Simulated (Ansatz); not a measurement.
## AlB (charge -1): a scan of the bond length, step by step

Program: Ansatz 0.2.0, Python API.

Run as a notebook:

```python
import warnings

import ansatz
from ase import Atoms
import numpy as np
```

```python
warnings.simplefilter('ignore', ansatz.DeckWarning)
```

```python
atoms = Atoms(['Al', 'B'], positions=[
    (0.0, 0.0, 0.0),
    (0.0, 0.0, 2.11),
])
geometry = ansatz.Crystal.molecule_from_ase(atoms)
```

```python
symbols = [site.symbol for site in geometry.cartesian_sites]
start = np.array([site.position_ang for site in geometry.cartesian_sites])
axis = (start[1] - start[0]) / np.linalg.norm(start[1] - start[0])
moving = [1]
lengths, energies = [1.79, 1.94, 2.11, 2.32, 2.64, 3.16, 3.8, 4.64], []
for length in lengths:
    xyz = start.copy()
    xyz[moving] += (length - np.linalg.norm(start[1] - start[0])) * axis
    point = ansatz.Crystal.molecule()
    for symbol, place in zip(symbols, xyz):
        point = point.atom(symbol, place.tolist())
    model = (
        point.calculation()
        .basis(gaussian='def2-SVP')
        .functional('r2scan')
        .charge(-1)
        .spin('collinear', total=3)
    )
    rep = model.run(threads=1, pin='off').report
    energies.append(rep['free_energy_ev'])
    print(f'r = {length:6.3f} A  E = {energies[-1]:.5f} eV  <S^2> = {abs(rep["mean_field"]["state"]["spin_squared"]):.3f}')
```

    r =  1.790 A  E = -7264.79562 eV  <S^2> = 3.757
    r =  1.940 A  E = -7265.33511 eV  <S^2> = 3.756
    r =  2.110 A  E = -7265.44249 eV  <S^2> = 3.754
    r =  2.320 A  E = -7265.21250 eV  <S^2> = 3.753
    r =  2.640 A  E = -7264.61221 eV  <S^2> = 3.753
    r =  3.160 A  E = -7263.69798 eV  <S^2> = 3.753
    r =  3.800 A  E = -7263.02343 eV  <S^2> = 3.757
    r =  4.640 A  E = -7262.69411 eV  <S^2> = 3.758

```python
print('energy above the lowest point (eV):', [round(e - min(energies), 3) for e in energies])
```

    energy above the lowest point (eV): [0.647, 0.107, 0.0, 0.23, 0.83, 1.745, 2.419, 2.748]

The lowest point is at 2.110 Å. At the shortest distance (1.79 Å) the energy is 0.65 eV higher, at the longest (4.64 Å) 2.75 eV.

Notes:
- The settings weren't tested for convergence.
- The basis set is modest, and single-reference methods fail as a bond breaks.
- The run takes the species as open-shell (spin multiplicity 4), which needn't be its ground state.
- For an odd-electron ion, approximate functionals spread the charge over both fragments and lower the stretched end too much.
- The spin state was assumed, and another may lie lower.
- Anions want diffuse functions, which this basis lacks.
- Wall time of the script: 41 s on 1 thread of Arm Neoverse V2 (shared host), peak memory 0.18 GiB.
